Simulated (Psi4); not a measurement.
Psi4 input (wB97X-D/6-311+G**):

```
memory 1500 MB

molecule {
0 1
P    -0.00000000   -0.00000000   -0.94474959
P     0.00000000    0.00000000    0.94474959
symmetry c1
no_reorient
no_com
}

set {
  basis 6-311+G**
  reference rks
  scf_type pk
  dft_radial_points 99
  dft_spherical_points 590
  e_convergence 1e-8
  d_convergence 1e-7
  maxiter 150
}

e = energy('wb97x-d')
print_out(f'\nFINAL {e:.10f} DIPOLE {variable("CURRENT DIPOLE")[0]:.6f} {variable("CURRENT DIPOLE")[1]:.6f} {variable("CURRENT DIPOLE")[2]:.6f}\n')
```

Output:

```
   => Loading Basis Set <=

    Name: 6-311+G**
    Role: ORBITAL
    Keyword: BASIS
    atoms 1-2 entry P          line   390 file 6-311pgss.gbs

   => WB97X-D: Empirical Dispersion <=

    Chai and Head-Gordon Dispersion Correction
    Chai, J.-D.; Head-Gordon, M. (2010), J. Chem. Phys., 132: 6615-6620

        s6 =       1.000000

         ---------------------------------------------------------
                                   SCF
               by Justin Turney, Rob Parrish, Andy Simmonett
                          and Daniel G. A. Smith
                              RKS Reference
         ---------------------------------------------------------

  ==> Geometry <==

    Molecular point group: c1
    Full point group: D_inf_h

    Geometry (in Angstrom), charge = 0, multiplicity = 1:

       Center              X                  Y                   Z               Mass
    ------------   -----------------  -----------------  -----------------  -----------------
         P            0.000000000000     0.000000000000    -0.944749590000    30.973761998420
         P            0.000000000000     0.000000000000     0.944749590000    30.973761998420

  Running in c1 symmetry.

  Rotational constants: A = ************  B =      0.30489  C =      0.30489 [cm^-1]
  Rotational constants: A = ************  B =   9140.28679  C =   9140.28679 [MHz]
  Nuclear repulsion =   63.013984690244740

  Charge       = 0
  Multiplicity = 1
  Electrons    = 30
  Nalpha       = 15
  Nbeta        = 15

  ==> Algorithm <==

  SCF Algorithm Type is PK.
  DIIS enabled.
  MOM disabled.
  Fractional occupation disabled.
  Guess Type is SAD.
  Energy threshold   = 1.00e-08
  Density threshold  = 1.00e-07
  Integral threshold = 1.00e-12

  ==> Primary Basis <==

  Basis Set: 6-311+G**
    Blend: 6-311+G**
    Number of shells: 28
    Number of basis functions: 60
    Number of Cartesian functions: 62
    Spherical Harmonics?: true
    Max angular momentum: 2

  ==> DFT Potential <==

   => LibXC <=

    Version 7.1.2
    S. Lehtola, C. Steigemann, M. J. T. Oliveira, and M. A. L. Marques,  SoftwareX 7, 1–5 (2018) (10.1016/j.softx.2017.11.002)

   => Composite Functional: WB97X-D <=

    wB97X-D Hyb-GGA Exchange-Correlation Functional

    J.-D. Chai and M. Head-Gordon,  Phys. Chem. Chem. Phys. 10, 6615–6620 (2008) (10.1039/B810189B)

    Deriv               =              1
    GGA                 =           TRUE
    Meta                =          FALSE

    Exchange Hybrid     =           TRUE
    MP2 Hybrid          =          FALSE

   => Exchange-Correlation Functionals <=

    1.0000   wB97X-D range-separated functional

   => Exact (HF) Exchange <=

    0.7780            HF,LR [omega = 0.2000]
    0.2220               HF

   => LibXC Density Thresholds  <==

    XC_HYB_GGA_XC_WB97X_D:  1.00E-14

   => Molecular Quadrature <=

    Radial Scheme          =       TREUTLER
    Pruning Scheme         =           NONE
    Nuclear Scheme         =       TREUTLER

    Blocking Scheme        =         OCTREE
    BS radius alpha        =              1
    Pruning alpha          =              1
    Radial Points          =             99
    Spherical Points       =            590
    Total Points           =         113390
    Total Blocks           =            982
    Max Points             =            255
    Max Functions          =             55
    Weights Tolerance      =       1.00E-15

  ==> Integral Setup <==

  Using in-core PK algorithm.
   Calculation information:
      Number of atoms:                   2
      Number of AO shells:              28
      Number of primitives:             50
      Number of atomic orbitals:        62
      Number of basis functions:        60

      Integral cutoff                 1.00e-12
      Number of threads:                 1

  Performing in-core PK
  Using 5026095 doubles for integral storage.
  We computed 75619 shell quartets total.
  Whereas there are 82621 unique shell quartets.

  Computing range-separated integrals for PK
  We computed 75619 wK shell quartets total.
  Whereas there are 82621 wK unique shell quartets.

  ==> DiskJK: Disk-Based J/K Matrices <==

    J tasked:                  Yes
    K tasked:                  Yes
    wK tasked:                 Yes
    Omega:               2.000E-01
    Schwarz Cutoff:          1E-12


  Cached 100.0% of DFT collocation blocks in 0.153 [GiB].

  Minimum eigenvalue in the overlap matrix is 8.5470726971E-04.
  Reciprocal condition number of the overlap matrix is 1.8160510943E-04.
    Using symmetric orthogonalization.

  ==> Pre-Iterations <==

  SCF Guess: Superposition of Atomic Densities via on-the-fly atomic UHF (no occupation information).

   -------------------------
    Irrep   Nso     Nmo
   -------------------------
     A         60      60
   -------------------------
    Total      60      60
   -------------------------

  ==> Iterations <==

                        Total Energy        Delta E     RMS |[F,P]|

   @RKS iter SAD:  -682.13838211562233   -6.82138e+02   0.00000e+00
   @RKS iter   1:  -682.65321911057106   -5.14837e-01   7.30810e-03 ADIIS/DIIS
   @RKS iter   2:  -682.67578468320642   -2.25656e-02   3.39952e-03 ADIIS/DIIS
   @RKS iter   3:  -682.68129009309416   -5.50541e-03   1.06245e-04 ADIIS/DIIS
   @RKS iter   4:  -682.68132358101593   -3.34879e-05   2.58823e-05 DIIS
   @RKS iter   5:  -682.68132753103862   -3.95002e-06   9.05927e-06 DIIS
   @RKS iter   6:  -682.68132792535221   -3.94314e-07   1.21778e-06 DIIS
   @RKS iter   7:  -682.68132793557731   -1.02251e-08   1.20122e-07 DIIS
   @RKS iter   8:  -682.68132793569862   -1.21304e-10   1.31142e-08 DIIS
  Energy and wave function converged.

  ==> Post-Iterations <==

   Electrons on quadrature grid:
      Ntotal   =   29.9999998983 ; deviation = -1.017e-07

    Orbital Energies [Eh]
    ---------------------

    Doubly Occupied:

       1A    -77.237373     2A    -77.237371     3A     -6.692565
       4A     -6.692094     5A     -4.838648     6A     -4.838648
       7A     -4.838430     8A     -4.838430     9A     -4.836434
      10A     -4.834162    11A     -0.791083    12A     -0.554556
      13A     -0.379338    14A     -0.368190    15A     -0.368190

    Virtual:

      16A     -0.037271    17A     -0.037271    18A      0.065361
      19A      0.066213    20A      0.082195    21A      0.082195
      22A      0.099533    23A      0.115710    24A      0.115710
      25A      0.149059    26A      0.179503    27A      0.290612
      28A      0.344954    29A      0.344954    30A      0.391648
      31A      0.391648    32A      0.395360    33A      0.538304
      34A      0.592066    35A      0.592066    36A      0.696301
      37A      0.696304    38A      0.732046    39A      0.794609
      40A      0.794612    41A      0.814807    42A      1.011651
      43A      1.011651    44A      1.386875    45A      1.626509
      46A      1.626509    47A      1.673906    48A      1.673906
      49A      1.701137    50A      1.769341    51A      6.661747
      52A      7.031906    53A     13.935657    54A     13.935657
      55A     13.958562    56A     13.958562    57A     13.979013
      58A     14.028317    59A    162.846269    60A    163.259440

    Final Occupation by Irrep:
              A
    DOCC [    15 ]
    NA   [    15 ]
    NB   [    15 ]

  @RKS Final Energy:  -682.68132793569862

   => Energetics <=

    Nuclear Repulsion Energy =             63.0139846902447402
    One-Electron Energy =               -1069.4089682117173652
    Two-Electron Energy =                 357.5574067021485689
    DFT Exchange-Correlation Energy =     -33.8437419558639192
    Empirical Dispersion Energy =          -0.0000091605106104
    VV10 Nonlocal Energy =                  0.0000000000000000
    Total Energy =                       -682.6813279356985049

Computation Completed

Properties will be evaluated at   0.000000,   0.000000,   0.000000 [a0]

Properties computed using the SCF density matrix

 Multipole Moments:

 ------------------------------------------------------------------------------------
     Multipole            Electronic (a.u.)      Nuclear  (a.u.)        Total (a.u.)
 ------------------------------------------------------------------------------------

 L = 1.  Multiply by 2.5417464519 to convert [e a0] to [Debye]
 Dipole X            :          0.0000000            0.0000000            0.0000000
 Dipole Y            :         -0.0000000            0.0000000           -0.0000000
 Dipole Z            :         -0.0000000            0.0000000           -0.0000000
 Magnitude           :                                                    0.0000000

 ------------------------------------------------------------------------------------

FINAL -682.6813279357 DIPOLE 0.000000 -0.000000 -0.000000

*** Psi4 exiting successfully. Buy a developer a beer!
```

The geometry given is a B3LYP-D3(BJ)/def2-TZVP minimum.
